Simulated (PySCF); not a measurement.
**Bond length, frequency and bond energy of NaB⁺ by level of theory**

State: ²Σ⁺ (doublet), unpaired electrons σ ↑. Set-up: PySCF, no relativity, basis sets Na pcseg-2, B pcseg-2. De refers to Na⁺ + B in their high-spin ground configurations, without counterpoise correction. The functionals are run spin-unrestricted. A positive dipole points towards B; it is taken about the centre of mass and depends on that origin.

```csv
Level,Re (Å),ωe (cm⁻¹),De (eV),μ (D)
UHF,2.878,216,0.55,-2.63
UHF-MP2,2.852,222,0.56,n/a
UHF-SCS-MP2,2.857,220,0.55,n/a
UHF-CCSD,2.859,219,0.55,n/a
UHF-CCSD(T),2.858,220,0.55,n/a
PBE,2.877,201,0.63,-2.18
PW91,2.868,203,0.65,-2.14
TPSS,2.868,208,0.61,-2.35
r²SCAN,2.871,208,0.58,-2.46
M06-L,2.880,206,0.53,-2.67
PBE0,2.852,211,0.61,-2.35
ωB97X,2.850,214,0.54,-2.61
```

The bond length runs from 2.850 Å (ωB97X) to 2.880 Å (M06-L). De spans 0.53 eV (M06-L, meta-GGA) to 0.65 eV (PW91, GGA). Correlation at CCSD(T) changes the Hartree–Fock bond energy by +0.00 eV; the triples alone change it by +0.00 eV.

Correlated steps freeze 2 core orbitals. For an ion De counts to the pair picked by the measured ionisation energies or electron affinities, which need not be the lowest pair at this level. The state was picked by a PBE0 search and need not be the measured ground state.

The whole job (state search and all levels along the bond) took about 1.7 min on 1 thread of Oxide Virtual Turin-like (shared host), peak memory 0.63 GiB.
